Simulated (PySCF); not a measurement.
# 4-methyl-1,3-dioxolane (C₄H₈O₂): electronic excitations and core binding energies

What electronic excitations and core binding energies should 4-methyl-1,3-dioxolane (C₄H₈O₂) (`C[C@H]1COCO1`) show?

Programs: PySCF 2.14.0, with density-fitted response routines of our own. Each step states its level of theory. These are calculated values for one molecule in the gas phase, unless marked as measured. Atoms are numbered from 0 throughout.

## 1. Starting geometry

14 atoms, charge 0, multiplicity 1; geometry from: GFN2-xTB.

Bonds of the start (Å): C0–C1 1.52, C1–C2 1.55, C2–O3 1.41, O3–C4 1.39, C4–O5 1.40, O5–C1 1.42, C0–H6 1.09, C0–H7 1.09, C0–H8 1.09, C1–H9 1.10, C2–H10 1.09, C2–H11 1.10, C4–H12 1.11, C4–H13 1.09.

## 2. Ultraviolet spectrum: wB97X-D/def2-SVPD

The job: settings as JSON, then the geometry in Å.

```
{"job": {"kind": "uv", "xc": "wB97X-D", "basis": "def2-SVPD", "nstates": 8, "ntriplets": 3}, "charge": 0, "multiplicity": 1}
C     -1.764260    -0.228748     0.510734
C     -0.397945    -0.241840    -0.161232
C      0.383589     1.085102     0.002078
O      1.395140     0.776670     0.936388
C      1.663455    -0.575936     0.732817
O      0.440421    -1.202274     0.472681
H     -2.433253     0.444821    -0.017987
H     -2.182538    -1.231309     0.497729
H     -1.665911     0.094281     1.543926
H     -0.503704    -0.502345    -1.224024
H     -0.222582     1.892950     0.410480
H      0.827086     1.400057    -0.952201
H      2.350796    -0.710784    -0.128682
H      2.109028    -1.001119     1.635151
```

Method: TDDFT wB97X-D/def2-SVPD, vertical, gas phase, core orbitals frozen in the response.

**Question.** This job is followed by: delta-SCF UKS SCAN, pcX-2 on the ionised atom, pcseg-1 elsewhere, spin-free X2C. Predict these results of the whole session: lowest singlet (wB97X-D/def2-SVPD); brightest single state of those computed; lowest triplet; C1s binding energies, SCAN/pcX-2; O1s binding energies, SCAN/pcX-2.

As calculated:

| quantity | value |
| --- | --- |
| lowest singlet (wB97X-D/def2-SVPD) | 7.62 eV (163 nm), f = 0.031 |
| brightest single state of those computed | state 4, 8.60 eV, f = 0.088 |
| lowest triplet | 7.51 eV |
| C1s binding energies, SCAN/pcX-2 | C4 293.52, C1 292.26, C2 292.26, C0 290.72 eV |
| O1s binding energies, SCAN/pcX-2 | O3 538.67, O5 538.41 eV |

**Reading.** The lowest singlet, at 7.62 eV, is HOMO→LUMO 0.72, HOMO→LUMO+1 0.14 and is weak; of the 8 states computed, the strongest absorption comes from states 4 to 5 together at 8.60 eV. The lowest triplet lies 0.11 eV below the lowest singlet (triplets in Tamm-Dancoff, singlets in full TDDFT). The C1s levels kept as sound span 2.81 eV, from C0 (methyl carbon) up to C4 (sp3 carbon bearing two oxygens). O3 (ether oxygen) binds its O1s electron 0.26 eV more tightly than O5 (ether oxygen).
